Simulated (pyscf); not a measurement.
PySCF, gas phase, ωB97X-D3(BJ)/def2-SVP geometries. Correlated levels are frozen-core, on RHF or UHF. ΔMP2 is the change of the MP2 total energy from the triple- to the quadruple-zeta basis.

Task: Estimate the classical barrier height and the reaction energy of Cl–SiH₂–SeH (SMILES Cl[SiH2][SeH]) → H₂Si=Se (SMILES [SiH2]=[Se]) + HCl (SMILES Cl) at CCSD(T)/def2-TZVPP + ΔMP2(QZVPP). The step runs on the singlet surface, breaks H–Se, Cl–Si and forms Cl–H; take the reactant's lowest minimum found as zero.

Result: ΔE‡ = 194.8 kJ/mol, ΔE = +192.6 kJ/mol. Zero-point energy shifts the barrier by -8.1 kJ/mol. It is an elimination, with an imaginary mode of 412i cm⁻¹. On the product side the descent ends in a complex, 27.0 kJ/mol under the separated species and 12.9 kJ/mol under the saddle at ωB97X-D3(BJ)/def2-TZVP. One saddle was located; it need not be the lowest between these sides. The CCSD(T) − MP2 part came from Ansatz, without density fitting, on the same reference. The frozen core leaves the outer d or s,p core shells of the metals and heavy elements correlated in the MP2 and CC values, and def2-TZVPP describes them poorly, which can shift differences by a few kcal/mol. Elements up to Kr have no core potential and no relativistic terms here.
